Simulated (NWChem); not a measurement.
System: chloroform (CHCl$_{3}$); SMILES ClC(Cl)Cl

Output (shortened):

```
             Northwest Computational Chemistry Package (NWChem) 7.3.0
             --------------------------------------------------------

 C3  symmetry detected

                             Geometry "geometry" -> ""
                             -------------------------

 Output coordinates in angstroms (scale by  1.889725989 to convert to a.u.)

  No.       Tag          Charge          X              Y              Z
 ---- ---------------- ---------- -------------- -------------- --------------
    1 Cl                  17.0000     0.79124632    -1.48559258    -0.08339581
    2 C                    6.0000     0.00000000    -0.00000000     0.45120019
    3 Cl                  17.0000     0.89093775     1.42803571    -0.08339581
    4 Cl                  17.0000    -1.68218408     0.05755687    -0.08339581
    5 H                    1.0000     0.00000000    -0.00000000     1.54598519

 Effective nuclear repulsion energy (a.u.)     263.4849379539

      Symmetry information
      --------------------

 Group name             C3
 Group number              5
 Group order               3
 No. of unique centers     3

                                Z-matrix (autoz)
                                --------

 Units are Angstrom for bonds and degrees for angles

      Type          Name      I     J     K     L     M      Value
      ----------- --------  ----- ----- ----- ----- ----- ----------
    1 Stretch                  1     2                       1.76603
    2 Stretch                  2     3                       1.76603
    3 Stretch                  2     4                       1.76603
    4 Stretch                  2     5                       1.09479
    5 Bend                     1     2     3               111.25681
    6 Bend                     1     2     4               111.25681
    7 Bend                     1     2     5               107.62052
    8 Bend                     3     2     4               111.25681
    9 Bend                     3     2     5               107.62052
   10 Bend                     4     2     5               107.62052

  xc_inp: hfexch multiplicative factor not found.

                           NWChem Geometry Optimization
                           ----------------------------

 maximum gradient threshold         (gmax) =   0.000450
 rms gradient threshold             (grms) =   0.000300
 maximum cartesian step threshold   (xmax) =   0.001800
 rms cartesian step threshold       (xrms) =   0.001200
 fixed trust radius                (trust) =   0.300000
 source of zmatrix                         =   autoz

          -------------------
          Energy Minimization
          -------------------

 Using diagonal initial Hessian
 Scaling for Hessian diagonals: bonds = 1.00  angles = 0.25  torsions = 0.10

          --------
          Step   0

                                 NWChem DFT Module
                                 -----------------

 Summary of "ao basis" -> "ao basis" (spherical)
 ------------------------------------------------------------------------------
       Tag                 Description            Shells   Functions and Types
 ---------------- ------------------------------  ------  ---------------------
 Cl                          3-21g                   7       13   4s3p
 C                           3-21g                   5        9   3s2p
 H                           3-21g                   2        2   2s

      Symmetry analysis of basis
      --------------------------

        a          20
        e+         15
        e-         15

  Rotation of axis

            General Information
            -------------------
          SCF calculation type: DFT
          Wavefunction type:  closed shell.
          No. of atoms     :     5
          No. of electrons :    58
           Alpha electrons :    29
            Beta electrons :    29
          Charge           :     0
          Spin multiplicity:     1
          Use of symmetry is: on ; symmetry adaption is: on
          Maximum number of iterations: 150
          AO basis - number of functions:    50
                     number of shells:    28
          Convergence on energy requested:  1.00D-06
          Convergence on density requested:  1.00D-05
          Convergence on gradient requested:  5.00D-04

              XC Information
              --------------
                     Hartree-Fock (Exact) Exchange  1.000

      Superposition of Atomic Density Guess
      -------------------------------------

 Sum of atomic energies:       -1409.81272861

      Non-variational initial energy
      ------------------------------

 Total energy =   -1410.933233
 1-e energy   =   -2474.703190
 2-e energy   =     800.285019
 HOMO         =      -0.355362
 LUMO         =       0.052910

      Symmetry analysis of molecular orbitals - initial
      -------------------------------------------------

  Numbering of irreducible representations:

     1 a           2 e+          3 e-

  Orbital symmetries:

     1 e+          2 e+          3 a           4 a           5 e+
     6 e+          7 a           8 a           9 e+         10 e+
    11 a          12 e+         13 e+         14 e+         15 e+
    16 a          17 a          18 e+         19 e+         20 a
    21 a          22 e+         23 e+         24 e+         25 e+
    26 e+         27 e+         28 a          29 a          30 a
    31 e+         32 e+         33 a          34 a          35 e+
    36 e+         37 a          38 e+         39 e+

   convergence    iter        energy       DeltaE   RMS-Dens  Diis-err
 ---------------- ----- ----------------- --------- --------- ---------
 d= 0,ls=0.0,diis     1  -1409.9390870936 -1.67D+03  2.74D-02  7.59D-01
 d= 0,ls=0.0,diis     2  -1410.0273995730 -8.83D-02  7.83D-03  4.12D-01
 d= 0,ls=0.0,diis     3  -1410.0762058584 -4.88D-02  2.39D-03  2.74D-03
 d= 0,ls=0.0,diis     4  -1410.0770624901 -8.57D-04  7.31D-04  1.55D-04
 d= 0,ls=0.0,diis     5  -1410.0771323521 -6.99D-05  1.59D-04  7.32D-06
  Resetting Diis
 d= 0,ls=0.0,diis     6  -1410.0771356262 -3.27D-06  4.19D-05  3.94D-07
 d= 0,ls=0.0,diis     7  -1410.0771358353 -2.09D-07  7.86D-06  2.92D-08

         Total DFT energy =    -1410.077135835319
      One electron energy =    -2473.615582690861
           Coulomb energy =      888.149954871554
    Exchange-Corr. energy =      -88.096445969938
 Nuclear repulsion energy =      263.484937953926

 Numeric. integr. density =        0.000000000000

                  Occupations of the irreducible representations
                  ----------------------------------------------

                     irrep           alpha         beta
                     --------     --------     --------
                     a                11.0         11.0
                     e+               18.0         18.0
                     e-                0.0          0.0

                       DFT Final Molecular Orbital Analysis
                       ------------------------------------

 Vector   27  Occ=2.000000D+00  E=-4.758231D-01  Symmetry=e+
              MO Center=  1.1D-01,  2.0D-01, -3.3D-02, r^2= 4.1D+00
   Bfn.  Coefficient  Atom+Function         Bfn.  Coefficient  Atom+Function
  ----- ------------  ---------------      ----- ------------  ---------------
    31      0.283371  3 Cl pz                30      0.262866  3 Cl py
     8      0.257846  1 Cl py                43      0.252724  4 Cl py
    35      0.249478  3 Cl pz                47      0.223901  4 Cl py
    12      0.213322  1 Cl py                34      0.202955  3 Cl py
    29      0.174156  3 Cl px                42      0.174096  4 Cl px

 Vector   28  Occ=2.000000D+00  E=-4.723187D-01  Symmetry=a
              MO Center=  2.7D-15,  2.0D-17,  4.8D-02, r^2= 3.8D+00
   Bfn.  Coefficient  Atom+Function         Bfn.  Coefficient  Atom+Function
  ----- ------------  ---------------      ----- ------------  ---------------
     9      0.336508  1 Cl pz                31      0.336508  3 Cl pz
    44      0.336508  4 Cl pz                13      0.288978  1 Cl pz
    35      0.288978  3 Cl pz                48      0.288978  4 Cl pz
    50     -0.207499  5 H  s                 18     -0.188777  2 C  pz
    49     -0.169313  5 H  s                  5     -0.153106  1 Cl pz

[...]

      ----------------------
      Optimization converged
      ----------------------

  Step       Energy      Delta E   Gmax     Grms     Xrms     Xmax
  ---- ---------------- -------- -------- -------- -------- --------
@    4   -1410.08422327 -5.1D-08  0.00003  0.00001  0.00014  0.00039
                                     ok       ok       ok       ok

                                Z-matrix (autoz)
                                --------

 Units are Angstrom for bonds and degrees for angles

      Type          Name      I     J     K     L     M      Value     Gradient
      ----------- --------  ----- ----- ----- ----- ----- ---------- ----------
    1 Stretch                  1     2                       1.83498   -0.00000
    2 Stretch                  2     3                       1.83498   -0.00000
    3 Stretch                  2     4                       1.83498   -0.00000
    4 Stretch                  2     5                       1.06691   -0.00003
    5 Bend                     1     2     3               110.54307    0.00000
    6 Bend                     1     2     4               110.54307    0.00000
    7 Bend                     1     2     5               108.37685   -0.00000
    8 Bend                     3     2     4               110.54307    0.00000
    9 Bend                     3     2     5               108.37685   -0.00000
   10 Bend                     4     2     5               108.37685   -0.00000

                         Geometry "geometry" -> "geometry"
                         ---------------------------------

 Output coordinates in angstroms (scale by  1.889725989 to convert to a.u.)

  No.       Tag          Charge          X              Y              Z
 ---- ---------------- ---------- -------------- -------------- --------------
    1 Cl                  17.0000     0.81862371    -1.53699457    -0.09538593
    2 C                    6.0000     0.00000000     0.00000000     0.48312168
    3 Cl                  17.0000     0.92176449     1.47744621    -0.09538593
    4 Cl                  17.0000    -1.74038820     0.05954836    -0.09538593
    5 H                    1.0000     0.00000000     0.00000000     1.55003404

 Effective nuclear repulsion energy (a.u.)     254.5962226777

      Symmetry information
      --------------------

 Group name             C3
 Group number              5
 Group order               3
 No. of unique centers     3

                Final and change from initial internal coordinates
                --------------------------------------------------

                                Z-matrix (autoz)
                                --------

 Units are Angstrom for bonds and degrees for angles

      Type          Name      I     J     K     L     M      Value       Change
      ----------- --------  ----- ----- ----- ----- ----- ---------- ----------
    1 Stretch                  1     2                       1.83498    0.06896
    2 Stretch                  2     3                       1.83498    0.06896
    3 Stretch                  2     4                       1.83498    0.06896
    4 Stretch                  2     5                       1.06691   -0.02787
    5 Bend                     1     2     3               110.54307   -0.71375
    6 Bend                     1     2     4               110.54307   -0.71375
    7 Bend                     1     2     5               108.37685    0.75633
    8 Bend                     3     2     4               110.54307   -0.71375
    9 Bend                     3     2     5               108.37685    0.75633
   10 Bend                     4     2     5               108.37685    0.75633

 ==============================================================================
                                internuclear distances
 ------------------------------------------------------------------------------
       center one      |      center two      | atomic units |  angstroms
 ------------------------------------------------------------------------------
    2 C                |   1 Cl               |     3.46762  |     1.83498
    3 Cl               |   2 C                |     3.46762  |     1.83498
    4 Cl               |   2 C                |     3.46762  |     1.83498
    5 H                |   2 C                |     2.01617  |     1.06691
 ------------------------------------------------------------------------------
                         number of included internuclear distances:          4
 ==============================================================================

[second-derivative integrals and response iterations left out]

  Vibrational analysis via the FX method

  See chapter 2 in "Molecular Vibrations" by Wilson, Decius and Cross

  Vib: Default input used

[...]

 Rotational Constants
 --------------------
 A=   0.102056 cm-1  (  0.146832 K)
 B=   0.102056 cm-1  (  0.146832 K)
 C=   0.052990 cm-1  (  0.076240 K)

 Temperature                      =   298.15K
 frequency scaling parameter      =   1.0000

 Zero-Point correction to Energy  =   13.071 kcal/mol  (  0.020829 au)
 Thermal correction to Energy     =   15.872 kcal/mol  (  0.025294 au)
 Thermal correction to Enthalpy   =   16.464 kcal/mol  (  0.026238 au)

 Total Entropy                    =   70.834 cal/mol-K
   - Translational                =   40.191 cal/mol-K (mol. weight = 117.9144)
   - Rotational                   =   25.277 cal/mol-K (symmetry #  =        3)
   - Vibrational                  =    5.365 cal/mol-K

 Cv (constant volume heat capacity) =   13.621 cal/mol-K
   - Translational                  =    2.979 cal/mol-K
   - Rotational                     =    2.979 cal/mol-K
   - Vibrational                    =    7.662 cal/mol-K

[normal modes left out]

 ----------------------------------------------------------------------------
 Normal Eigenvalue ||           Projected Infra Red Intensities
  Mode   [cm**-1]  || [atomic units] [(debye/angs)**2] [(KM/mol)] [arbitrary]
 ------ ---------- || -------------- ----------------- ---------- -----------
    1       -0.000 ||    0.000000           0.000         0.000       0.000
    2       -0.000 ||    0.000527           0.012         0.513       0.205
    3       -0.000 ||    0.000000           0.000         0.000       0.000
    4        0.000 ||    0.000516           0.012         0.503       0.201
    5        0.000 ||    0.000504           0.012         0.492       0.196
    6        0.000 ||    0.000000           0.000         0.000       0.000
    7      259.899 ||    0.000816           0.019         0.795       0.317
    8      259.899 ||    0.000816           0.019         0.795       0.317
    9      353.432 ||    0.001300           0.030         1.268       0.506
   10      637.094 ||    0.012929           0.298        12.603       5.032
   11      778.001 ||    0.146684           3.384       142.995      57.088
   12      778.004 ||    0.146684           3.384       142.995      57.088
   13     1321.579 ||    0.035278           0.814        34.391      13.730
   14     1321.586 ||    0.035278           0.814        34.391      13.730
   15     3437.860 ||    0.004086           0.094         3.983       1.590
 ----------------------------------------------------------------------------
```

Level: Hartree-Fock/3-21G. 

Task: Reconstruct the input file.

Result: One answer among several that fit: the input that was run:
```
start job
memory heap 200 mb stack 900 mb global 1100 mb
geometry units angstroms
  Cl     1.464502     0.829632    -0.074547
  C      0.000000     0.000000     0.460049
  Cl    -1.450734     0.853480    -0.074547
  Cl    -0.013769    -1.683112    -0.074547
  H      0.000000     0.000000     1.554834
end
basis spherical
  * library 3-21g
end
dft
  xc hfexch
  iterations 150
end
driver
  maxiter 120
end
task dft optimize
task dft freq
```
